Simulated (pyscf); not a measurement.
Structures and frequencies: ωB97X-D3(BJ)/def2-SVP in PySCF.

Problem. Estimate the classical barrier height and the reaction energy of Cl–GeH(Cl)–Cl (SMILES [Cl][GeH]([Cl])[Cl]) + NH₃ (SMILES N) → H₂N–Ge(Cl)(Cl)–Cl (SMILES [NH2][Ge]([Cl])([Cl])[Cl]) + H₂ (SMILES [H][H]) at B3LYP-D3(BJ)/def2-TZVP. The step runs on the singlet surface, breaks Ge–H, H–N and forms Ge–N, H–H; take the separated reactants as zero.

Solution. ΔE‡ = 1.91 eV, ΔE = +0.02 eV. ωB97M-D3(BJ)/def2-TZVP gives 1.97 eV and +0.03 eV. Zero-point energy shifts the barrier by -0.06 eV. It is a four-centre exchange, with an imaginary mode of 1635i cm⁻¹. On the reactant side the descent ends in a complex (not fully relaxed), 0.26 eV under the separated species and 2.19 eV under the saddle at ωB97X-D3(BJ)/def2-TZVP. At the saddle there is also a short Ge–H contact that neither side keeps. This is the saddle that the search found; another between the same sides may lie lower. Elements up to Kr have no core potential and no relativistic terms here.
